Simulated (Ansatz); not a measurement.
# N4: the cost of one run

Computed with Ansatz 0.2.0 (the levels named in each step, unless a step's input says otherwise).

## 1. Starting point

Bond lengths: N1–N2 1.081 Å, N3–N4 1.081 Å.

Structure file:

```xyz
4

N    46.3501   26.4117   43.0441
N    46.4593   25.6143   42.3217
N   -45.9002  -25.8212  -42.7131
N   -46.9092  -26.2047  -42.6527
```

## 2. A rough first relaxation, PBE-D4/def2-SVP

Contents of input.yaml:

```yaml
crystal:
  periodic: [false, false, false]
  atoms:
    - { symbol: "N", position_ang: [46.35014, 26.41167, 43.04408] }
    - { symbol: "N", position_ang: [46.45928, 25.61426, 42.32169] }
    - { symbol: "N", position_ang: [-45.90023, -25.82121, -42.71308] }
    - { symbol: "N", position_ang: [-46.90919, -26.20471, -42.65268] }
magnetization:
  spin_polarized: true
  initial_magnetization: 1
total_charge: 1
basis:
  gaussian: { orbitals: def2-SVP }
hamiltonian:
  xc: pbe
  dispersion: d4
relax:
  f_tol: 0.03
  max_steps: 200
```

Run with:

```console
> ansatz run input.yaml --threads 2 --pin off --max-ram 5120MiB --backend cpu --events-out ev --progress --plain --runs-dir out
```

Q: Estimate wall time and peak memory on 2 threads of Intel Xeon Platinum 8488C (Sapphire Rapids), shared host.

About 1.8 s, with a peak of 0.13 GiB.
